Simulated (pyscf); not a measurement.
A first-order saddle from PySCF, ωB97X-D3(BJ)/def2-SVP:

```xyz
3

H      0.6808     0.2141     1.2304
Cl    -0.4798    -0.4463     0.5691
H     -1.6405    -1.1067    -0.0922
```
Charge 0, spin multiplicity 2.

Surface: doublet, charge 0. Lowest wavenumbers (cm⁻¹): 1615i, 148, 150, 1903.

Q: Which two sides does it connect, and which bonds change?

A: H• + HCl <-> HCl + H•, an atom transfer read from left to right: Cl–H broken and Cl–H formed. At CCSD(T)/def2-TZVPP + ΔMP2(QZVPP) it lies +18.5 kcal/mol from the left side and +18.5 kcal/mol from the right (each side as separated species at their lowest minima found). The angle at the transferred Cl is 180°. The CCSD(T) − MP2 part came from Ansatz, without density fitting, on the same reference.
